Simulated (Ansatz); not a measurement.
This geometry of AlCl2H (4 atoms, charge 0, multiplicity 1) is a first-order saddle point.

Theory: Ansatz 0.2.0, RKS PBE-D4/def2-SVPD.

```xyz
4
Properties=species:S:1:pos:R:3
Al -0.398 0.000 0.554
H 1.079 0.000 1.431
Cl 2.118 0.000 0.120
Cl -1.433 0.000 -1.317
```

Q: Which two structures does it join? (They come from a converged band through this point; their orientation in space is the band's.)

A: Bonds broken: Al1–H2, Al1–Cl3. Bonds formed: H2–Cl3. AlCl2H becomes AlCl + ClH.

First end point:

```xyz
4
Properties=species:S:1:pos:R:3
Al 0.319 0.000 0.348
H 0.088 0.000 1.904
Cl 2.274 0.000 -0.464
Cl -1.315 0.000 -0.999
```

Last end point:

```xyz
4
Properties=species:S:1:pos:R:3
Al -0.597 0.000 -0.196
H 1.667 0.000 0.752
Cl 2.894 0.000 1.260
Cl -2.598 0.000 -1.026
```

Q: How far does it lie above each of them?

A: 242.5 kJ/mol above the first and 57.2 kJ/mol above the second. This is the barrier of this one path; another mechanism may lie lower. The orbitals stay closed-shell, which can raise the energy where a bond breaks towards radicals; this wasn't checked here.

Run time: 98 s on 2 threads of Arm Neoverse V1, with other jobs on the host, peak memory 0.15 GiB.
